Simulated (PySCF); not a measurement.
(CH3)2CHCHF2, C4H8F2.
Cartesian coordinates in Å at the GFN2-xTB level; atoms count from 1:
```
atom  x, y, z in Å
C1     1.403   -0.297    0.215
C2     0.014   -0.155   -0.404
C3    -1.012   -1.028    0.314
C4    -0.436    1.304   -0.356
F5    -0.405    1.792    0.909
F6     0.392    2.096   -1.083
H7     1.743   -1.326    0.137
H8     2.114    0.345   -0.299
H9     1.375   -0.016    1.266
H10    0.057   -0.430   -1.463
H11   -1.990   -0.947   -0.156
H12   -0.700   -2.068    0.284
H13   -1.099   -0.723    1.354
H14   -1.457    1.453   -0.741
```

Method used: PySCF, TDDFT CAM-B3LYP/def2-SVPD, vertical, gas phase, core orbitals frozen in the response.

Ground-to-excited transition dipoles (e·a0, same axes as the geometry; the sign carries no meaning), for the states with f of 0.002 or more among the lowest 7:

```
state  E (eV)      μx      μy      μz
   S1   9.035  -0.372   0.195  -0.171
   S2   9.566   0.348   0.051   0.019
   S3   9.598  -0.154  -0.016   0.096
   S4   9.683  -0.209  -0.264  -0.093
   S5   9.955  -0.134  -0.022  -0.082
   S6   9.994  -0.173  -0.092   0.073
   S7  10.341  -0.029   0.061   0.247
```

(1) Work out the oscillator strengths.

(2) Which bond between heavy atoms lies closest to the direction of the S1 transition dipole?

(3) What angle do the transition dipoles of S1 and S6 make?

(4) What peak molar absorption coefficient would the strongest computed level give as a lone Gaussian band 0.3 eV wide at half height?

Results:

(1) f = (2/3) ΔE |μ|² with ΔE in hartree (27.2114 eV).

| state | \|μ\|² (au) | \|μ\| (D) | f |
| --- | --- | --- | --- |
| S1 | 0.205 | 1.15 | 0.045 |
| S2 | 0.124 | 0.90 | 0.029 |
| S3 | 0.033 | 0.46 | 0.008 |
| S4 | 0.122 | 0.89 | 0.029 |
| S5 | 0.025 | 0.40 | 0.006 |
| S6 | 0.044 | 0.53 | 0.011 |
| S7 | 0.065 | 0.65 | 0.017 |

(2) C1–C2, at 20° from it; next C2–C4 at 50°.

(3) |cos θ| = |μa·μb| / (|μa| |μb|) = 0.36, so θ ≈ 69° (taken between 0 and 90°, since the signs are arbitrary).

(4) ε(max) = 2.175×10⁸ f / FWHM, with the width in cm⁻¹. S1: 2.175×10⁸ × 0.0455 / 2420 ≈ 4100 L mol⁻¹ cm⁻¹.

Time: 32 s of wall time. Hardware: one thread of an x86-64 server, no GPU (shared host).

One conformer stands for the species.

Without π bonds the low states may be Rydberg-like; a valence basis with one diffuse set may place them up to an eV too high.
